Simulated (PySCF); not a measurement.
Breaking a bond: N2, singlet.

Method: PySCF with CCSD(T) on UHF/cc-pVDZ, 2 core orbitals frozen.

**Question.** Relative to R = 1.11 Å, what are the energies at R = 0.81, 1.06, 1.48, 1.97 Å?

**Answer.** 15.288 eV at 0.81 Å, 0.278 eV at 1.06 Å, 4.274 eV at 1.48 Å, 8.267 eV at 1.97 Å.

The unrestricted solution behind UCCSD(T) changes between 1.34 and 1.48 Å and between 1.48 and 1.65 Å and between 1.65 and 1.82 Å, which can leave a kink. The unrestricted determinant behind UCCSD(T) is spin-contaminated at 1.17 to 4.33 Å (<S²> up to 3.0, against 0.00 for a pure singlet).
